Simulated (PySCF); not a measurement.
Compound: C₃H₃Cl₂ (doublet state).
SMILES with atom numbers: `[CH2:1]=[C:2][CH:3]([Cl:4])[Cl:5]` (hydrogens: H6, H7 on C1; H8 on C3)

Geometry (GFN2-xTB, Å), atoms numbered from 1 in this order:
```xyz
8
C3H3Cl2 angstrom
C      1.5344   -0.0539    0.0678
C      0.3320    0.1910   -0.3208
C     -1.0526    0.1115   -0.2880
Cl    -1.6124   -1.2657    0.9900
Cl    -1.8210    1.6109    0.2436
H      1.7660   -0.7290    0.8887
H      2.3963    0.3897   -0.4091
H     -1.5336   -0.2451   -1.1967
```

The hyperfine couplings belong to this conformer and change with its torsions.

Method: UKS B3LYP, pcH-1 on C Cl H, non-relativistic, mean-field spin-orbit, GIAO (PySCF 2.14.0). One conformer (not necessarily the lowest) at the GFN2-xTB geometry, without solvent, vibrations or thermal averaging. The geometry wasn't refined by DFT: couplings that depend on bond lengths, twists or pyramidal angles can differ widely from those at the functional's own minimum. Stability of the SCF solution: not tested.

Principal values of hyperfine tensors in MHz (contact, dipolar and spin–orbit terms together), for some of the nuclei:

```
atom  isotope      A1      A2      A3
  H6       1H  160.02  162.50  170.44
  C2      13C   73.57   91.93  279.99
  H7       1H  119.72  120.96  134.42
 Cl4     35Cl   -8.79   -7.27  114.80
  C1      13C  -46.91  -28.49  -19.99
  H8       1H   21.86   26.91   38.39
 Cl5     35Cl   -0.50    0.96    9.75
```

**Question.** Give the isotropic coupling of each nucleus in MHz and in mT (g = 2.0060), and the anisotropic part.

**Answer.** a_iso = (A1 + A2 + A3)/3, Ti = Ai − a_iso; 1 mT corresponds to 28.077 MHz. The tensors hold a spin–orbit part: the run splits a_iso into a_FC + a_SO, and T includes its anisotropic share.

```
atom  a_iso (MHz)    a_FC   a_SO  a_iso (mT)      T1      T2      T3
  H6       164.32  164.32   0.00       5.852   -4.30   -1.82    6.12
  C2       148.50  148.63  -0.13       5.289  -74.93  -56.57  131.50
  H7       125.03  125.04   0.00       4.453   -5.32   -4.07    9.38
 Cl4        32.91   30.89   2.02       1.172  -41.70  -40.18   81.88
  C1       -31.80  -31.81   0.01      -1.132  -15.11    3.31   11.81
  H8        29.05   29.07  -0.02       1.035   -7.19   -2.14    9.34
 Cl5         3.41    3.46  -0.05       0.121   -3.90   -2.44    6.35
```

**Question.** What spin density at the nucleus of C2 lies behind its contact coupling (g_N = 1.40482)?

**Answer.** a_FC = (2μ0/3) gₑ μB g_N μN ρ(0)/(2S·h) = 800.24 MHz × g_N × ρ(0)/(2S), with ρ in bohr⁻³. With a_FC = 148.63 MHz and 2S = 1, ρ(0) = 0.1322 bohr⁻³.

**Question.** C3 (13C, g_N = 1.40482) isn't in the table. Its spin density at the nucleus is 0.0457 bohr⁻³. What is its contact coupling?

**Answer.** By the same relation, a_FC = 51.4 MHz. Its full tensor has the principal values 41.71, 51.73, 60.57 MHz.

**Question.** Name the largest traceless tensor T of the table and describe it.

**Answer.** C2: -74.9, -56.6, 131.5 MHz (the dipolar term alone has -74.7, -56.7, 131.4), rhombic: the two smaller values differ by 14 % of the largest.

**Question.** What first-order splitting does H6 cause when the field lies along A1, A2 or A3 of its tensor (g taken as isotropic, no quadrupole term)?

**Answer.** 2 lines (I = 1/2), spaced by |A_i|/(g × 13.996): 5.70, 5.79, 6.07 mT along the axes of A1, A2 and A3.
